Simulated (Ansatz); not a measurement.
# CH6Si: the cost of one run

Program: Ansatz 0.2.0, Gaussian basis. Level of theory: PBE0-D4, def2-SVP first, then def2-TZVP. These are calculated values, not measurements.

114 further runs of the same task are left out: 114 set aside as unsound or not needed.

## (1) Where the work starts

The guess: 8 atoms, charge 0, spin multiplicity 1.

Atoms are counted from 1 here; the program's logs count them from 0.

Bond lengths: Si1–C2 1.894 Å, Si1–H3 1.562 Å, Si1–H5 1.452 Å, C2–H6 1.087 Å, C2–H7 1.087 Å, C2–H8 1.089 Å. Angles: C2–Si1–H3 109.6°, C2–Si1–H5 109.5°, H3–Si1–H5 106.0°, Si1–C2–H6 110.7°, Si1–C2–H7 110.4°, Si1–C2–H8 113.4°, H6–C2–H7 107.1°, H6–C2–H8 107.9°, H7–C2–H8 107.1°.

As a file:

```
Si   -1.01400   -0.16810    0.12210
C     0.65020    0.71310    0.32600
H    -0.80500   -1.71280    0.22360
H    -0.28620   -1.62060   -0.60690
H    -1.53320    0.07790   -1.21170
H     1.28270    0.18000    1.03110
H     0.50340    1.71490    0.72280
H     1.20210    0.81560   -0.60700
```

Distances that are to change: Si1–H3 1.56 Å, Si1–H4 1.78 Å, H3–H4 0.98 Å.

## (2) Relaxing the guess with the reacting distances held

File hold/in.yaml:

```yaml
crystal:
  periodic: [false, false, false]
  atoms:
    - {symbol: Si, position_ang: [-1.014000, -0.168100, 0.122100]}
    - {symbol: C, position_ang: [0.650200, 0.713100, 0.326000]}
    - {symbol: H, position_ang: [-0.805000, -1.712800, 0.223600]}
    - {symbol: H, position_ang: [-0.286200, -1.620600, -0.606900]}
    - {symbol: H, position_ang: [-1.533200, 0.077900, -1.211700]}
    - {symbol: H, position_ang: [1.282700, 0.180000, 1.031100]}
    - {symbol: H, position_ang: [0.503400, 1.714900, 0.722800]}
    - {symbol: H, position_ang: [1.202100, 0.815600, -0.607000]}
basis:
  gaussian: {orbitals: def2-SVP}
hamiltonian: {xc: pbe0, dispersion: d4}
relax: {f_tol: 0.08, max_steps: 120, escape_saddle: false, constraints: [{distance: [0, 2]}, {distance: [0, 3]}, {distance: [2, 3]}]}
```

Started as:

```console
$ ansatz run in.yaml --threads 2 --pin off --events-out ev --progress --plain --max-ram 4352MiB
```

**Question.** How long does this run take on 2 threads of Arm Neoverse V1, shared host?

About 3.6 s.
